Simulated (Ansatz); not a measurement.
# CAlP: the cost of one run

Computed with Ansatz 0.2.0, Gaussian basis. Level: cc-pVTZ, correlated electrons: outside noble gas.

Plan: UHF; CCSD(T) on ROHF; CCSD(T) on UHF; BCCD(T) on ROHF; CCSDT(Q) on ROHF; CCSDT(Q) on UHF; CASSCF and NEVPT2, 12 electrons in 12 orbitals.

## 1. The system

The geometry is a PBE0/def2-TZVP stationary point (not a proven minimum) of the parent state, kept for this charge and spin.

3 atoms, charge 0, spin multiplicity 5.

Atoms are counted from 1 here; the program's logs count them from 0.

Bond lengths: Al1–C2 1.848 Å, C2–P3 1.569 Å. Angles: Al1–C2–P3 180.0°.

In the tables R marks a restricted open-shell determinant and U an unrestricted one; 'valence' is the active space of 12 electrons in 12 orbitals; correlation energies count from the lowest restricted Hartree-Fock solution.

## 2. UHF

Input file in.yaml:

```yaml
crystal:
  periodic: [false, false, false]
  atoms:
    - {symbol: Al, position_ang: [0.000000, 0.000000, 1.754767]}
    - {symbol: C, position_ang: [0.000000, 0.000000, -0.092933]}
    - {symbol: P, position_ang: [0.000000, 0.000000, -1.661833]}
basis:
  gaussian: {orbitals: cc-pVTZ}
magnetization: {spin_polarized: true, initial_magnetization: 4}
hamiltonian: {xc: hf}
output: {orbitals: {seedname: orbitals}}
```

Command:

```
> ansatz run in.yaml --threads 1 --pin off --events-out ev --progress --plain --max-ram 2816MiB --backend cpu
```

What time and memory should one allow on 1 thread of AMD EPYC 7R13, shared host?

About 9 s, with a peak of 0.29 GiB.
